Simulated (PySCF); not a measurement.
Isomers of C3H4F2O and their computed core-level spectra.

Method used: PySCF, delta-SCF UKS SCAN, pcX-2 on the ionised atom, pcseg-1 elsewhere, spin-free X2C. Geometries: GFN2-xTB; isolated species, one conformer each.

Line lists (1s up to Mg, 2p3/2 beyond; areas count atoms within a level, one atom standing for each set equivalent by bonding):
1. C 1s: 290.76 (area 1), 292.94 (area 1), 297.59 (area 1) eV; O 1s: 540.29 eV; F 1s: 693.76 eV
2. C 1s: 292.38 (area 1), 293.86 (area 1), 296.48 (area 1) eV; O 1s: 539.41 eV; F 1s: 693.04 (area 1), 693.52 (area 1) eV
3. C 1s: 292.93 (area 1), 293.04 (area 1), 295.99 (area 1) eV; O 1s: 539.41 eV; F 1s: 693.38 (area 1), 693.44 (area 1) eV
4. C 1s: 292.44 (area 1), 293.10 (area 1), 294.61 (area 1) eV; O 1s: 539.94 eV; F 1s: 692.98 (area 1), 693.76 (area 1) eV

Structures:
A. `C=COC(F)F`
B. `CO/C(F)=C\F`
C. `O=C(F)CCF`
D. `FC(F)[C@@H]1CO1`

Question: Which list belongs to which compound?

Answer: 
- 1 = A: no other candidate has these counts of sites. C 1s: 290.76 terminal =CH2 carbon, 292.94 vinylic carbon bearing oxygen, 297.59 CHF2 carbon; O 1s: 540.29 ether oxygen; F 1s: 693.76 fluorine of a CF2 group (×2).
- 2 = C: another candidate has the same counts of sites, so positions decide. C 1s: 292.38 sp3 carbon next to a carbonyl, 293.86 sp3 C–F carbon, 296.48 acyl halide carbon; O 1s: 539.41 carbonyl oxygen; F 1s: 693.04 alkyl fluorine, 693.52 acyl fluorine.
- 3 = D: another candidate has the same counts of sites, so positions decide. C 1s: 292.93 sp3 carbon bound to oxygen, 293.04 sp3 carbon bound to oxygen, 295.99 CHF2 carbon; O 1s: 539.41 epoxide oxygen; F 1s: 693.38 fluorine of a CF2 group, 693.44 fluorine of a CF2 group.
- 4 = B: another candidate has the same counts of sites, so positions decide. C 1s: 292.44 vinylic C–F carbon, 293.10 methoxy carbon, 294.61 vinylic C–F carbon; O 1s: 539.94 ether oxygen; F 1s: 692.98 vinyl fluorine, 693.76 vinyl fluorine.
